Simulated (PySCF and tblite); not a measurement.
C₅H₁₀, numbered as in [CH2:1]=[CH:2][CH2:3][CH2:4][CH3:5].

The ensemble was built from 90 distance-geometry starts (ETKDG and KDG, MMFF94s, GFN2-xTB) and rests on PBE0-D3(BJ)/def2-SVP geometries. Energies: CAM-B3LYP-D3(BJ)/def2-TZVP (IEF-PCM, chloroform), with GFN2-xTB thermal terms (modes under about 100 cm⁻¹ blended into free rotors). Symmetry numbers and mirror images are counted. Conformers within 3 kcal/mol (GFN2-xTB free energy) were kept, 8 at most. GIAO shieldings: PBE0/pcSseg-1 (IEF-PCM, chloroform). Shifts are against TMS (¹H), TMS (¹³C) at the same level. Programs: PySCF with density fitting and tblite.

Torsions listed: C1–C2–C3–C4, C2–C3–C4–C5. Of a mirror pair one member is shown.

```tsv
conformer	shape	weight %	dipole D
1	-120°, -178°	44.1	0.53
2	-120°, 64°	28.8	0.56
3	115°, 63°	12.7	0.55
4	0°, 180°	11.1	0.55
5	10°, 72°	3.3	0.62
```

(1) How do the computed shifts compare with measured ones?

Results:

(1) 
```csv
nucleus,signal,leading conformer,average,measured,medium
¹H,H3,1.93,2.01,2.02,not stated per compound (mostly CDCl3 or CCl4)
¹H,H4,1.22,1.30,1.43,not stated per compound (mostly CDCl3 or CCl4)
¹H,H5,1.02,0.97,0.91,not stated per compound (mostly CDCl3 or CCl4)
¹³C,C3,41.9,40.4,36.2,not stated per compound (mostly CDCl3 or CCl4)
¹³C,C4,27.5,25.6,22.4,not stated per compound (mostly CDCl3 or CCl4)
¹³C,C5,16.7,15.6,13.6,not stated per compound (mostly CDCl3 or CCl4)
```

Measured values: Pretsch, Buehlmann, Badertscher, Structure Determination of Organic Compounds, 4th ed. (2009). Mean difference for ¹H: -0.03 ppm, scatter 0.08 ppm. Mean difference for ¹³C: 3.13 ppm, scatter 0.90 ppm. The computed shifts are unscaled and lack vibrational corrections.
